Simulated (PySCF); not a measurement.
Molecule: SMILES C=NC(=C)OC, C₄H₇NO.

Atom-mapped SMILES (the numbers label the heavy atoms): `[CH2:1]=[N:2][C:3](=[CH2:4])[O:5][CH3:6]` (H(Xn): hydrogen on atom n). Ha(C1) is cis to C3; Ha(C4) is cis to N2; Hb(C1) is trans to C3; Hb(C4) is trans to N2.

Geometry PBE0-D3(BJ)/def2-SVP throughout; GIAO in PySCF, gas phase, one conformer, non-relativistic; equivalent atoms averaged; functional PBE0.

For orientation, STO-3G gives these absolute shieldings σ: C3 107.9, C1 114.5, C4 161.5, C6 186.5, N2 14.5, Ha(C1) 25.60, Hb(C4) 28.84, Ha(C4) 28.89, H(C6) 30.30 ppm.

A run gave: C3 12.7, C1 31.4, C4 114.5, C6 133.0, N2 -123.0, Ha(C1) 23.55, Hb(C4) 28.01, Ha(C4) 27.90, H(C6) 27.96 ppm (absolute shieldings σ).

Which basis set was used in that run?
A. def2-SVP
B. 6-31G*
C. pcSseg-1
D. def2-TZVP

## Answers

D. C4 tells them apart best: def2-TZVP gives 114.5, pcSseg-1 gives 110.2, def2-SVP gives 123.0, 6-31G* gives 123.5 ppm.
